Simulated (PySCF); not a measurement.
Computed with M06-2X/def2-TZVP // B3LYP-D3(BJ)/def2-TZVP run with PySCF. Gas-phase values, no solvent. Delta-SCF ions had no search for a lower state. Excitations are Tamm–Dancoff values on a coarser integration grid. The basis has no diffuse functions, so Rydberg states are missing or too high.

Reference species (SMILES): `C=C=C` (neutral, multiplicity 1).

```yaml
S1 oscillator strength: 0.000
S1 excitation (TDA): 5.86 eV
vertical ionisation energy (Delta-SCF): 10.25 eV
```

Changed species: `C#CC`.

What does the change do to the S1 oscillator strength, S1 excitation (TDA) and vertical ionisation energy (Delta-SCF)?

the S1 oscillator strength is nearly the same; the S1 excitation (TDA) goes up by 0.42 eV, to 6.28 eV; the vertical ionisation energy (Delta-SCF) goes up by 0.18 eV, to 10.43 eV.
